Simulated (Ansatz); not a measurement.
# CH2Al: the cost of one run

Method: def2-QZVPP, all electrons in the functionals, frozen cores in the correlation of double hybrids and RPA; program: Ansatz 0.2.0, Gaussian basis.

To be run: wB97M-V, B2PLYP, at charge 0, quartet; charge 0, doublet; charge 0, sextet; charge 1, triplet; charge 1, quintet.

**1. The system**

The geometry is a PBE0/def2-TZVP stationary point (not a proven minimum).

4 atoms, charge 0, spin multiplicity 4.

Atoms are counted from 1 here; the program's logs count them from 0.

Bond lengths: Al1–C2 1.923 Å, Al1–H3 1.613 Å, C2–H4 1.088 Å. Angles: C2–Al1–H3 117.5°, Al1–C2–H4 152.8°.

No dispersion term is added; wB97M-V holds VV10 nonlocal correlation.

The geometry shown and the zero of energy belong to the point charge 0, quartet. The yardstick, UCCSD(T), and other wave-function levels (R restricted, U unrestricted, valence and pair active spaces) come from earlier runs.

**2. wB97M-V, charge 0, quartet**

File in.yaml:

```yaml
crystal:
  periodic: [false, false, false]
  atoms:
    - {symbol: Al, position_ang: [0.000000, -0.074388, 0.613390]}
    - {symbol: C, position_ang: [0.000000, 0.010117, -1.308029]}
    - {symbol: H, position_ang: [0.000000, 1.321704, 1.420502]}
    - {symbol: H, position_ang: [0.000000, 0.549036, -2.253748]}
basis:
  gaussian: {orbitals: "def2-QZVPP.json"}
magnetization: {spin_polarized: true, initial_magnetization: 3}
hamiltonian: {xc: {name: wB97M-V}}
output: {orbitals: {seedname: orbitals}}
```

Started as:

```sh
$ ansatz run in.yaml --threads 1 --pin off --events-out ev --progress --plain --max-ram 2393MiB
```

What time and memory should one allow on 1 thread of Arm Neoverse V2, shared host?

About 16 s, with a peak of 0.43 GiB.
